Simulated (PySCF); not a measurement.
# acetylene and ammonia

A gas-phase complex of acetylene and ammonia; neutral, singlet. The structure comes from a short search (a few tight-binding starts) and was relaxed by PBE0-D3(BJ)/def2-SVPD; another way of binding may lie lower. No frequency run checks that it is a minimum.

Parts: 1 = acetylene (C#C), atoms 1–4; 2 = ammonia (N), atoms 5–8.

Coordinates in Å:
```
C1     -0.703   -0.077    0.054
C2      0.492    0.107    0.009
H3     -1.763   -0.241    0.095
H4      1.563    0.273   -0.032
N5      3.759    0.611   -0.108
H6      4.265   -0.134    0.363
H7      4.020    1.482    0.346
H8      4.110    0.654   -1.061
```

```json
{"contact": "H4···N5", "kind (by geometry)": "C–H hydrogen bond", "distance (Å)": "2.223", "angle (°)": "180"}
```

Interaction energies are complex less parts, with the parts frozen as they stand in it; counterpoise-corrected, in kcal/mol (PySCF). The CCSD(T) estimate is Hartree-Fock/aug-cc-pVTZ, plus the MP2 correlation part extrapolated as X⁻³ from aug-cc-pVDZ and aug-cc-pVTZ, plus CCSD(T) less MP2 in aug-cc-pVDZ; noble-gas cores are frozen. It isn't the exact limit.

(1) How strongly do the parts interact, level by level?

(2) What holds them together? Decompose the MP2/aug-cc-pVTZ energy: frozen parts, their antisymmetrised product, then relaxation.

The orbital and correlation terms together hold the superposition error of 0.5 kcal/mol.

Answers

(1) 
```csv
level,interaction,superposition error removed
Hartree-Fock/aug-cc-pVTZ,-2.59,-
MP2/aug-cc-pVTZ,-3.61,-0.49
"CCSD(T), estimated basis limit",-3.66,-
```

(2) electrostatic -6.9, Pauli repulsion +6.4, orbital relaxation -2.2, correlation -1.4 kcal/mol, which sum to the value before the counterpoise correction, the first three by Hartree-Fock. Of the attraction, 66 % is electrostatic, 21 % is orbital relaxation, 13 % is correlation.
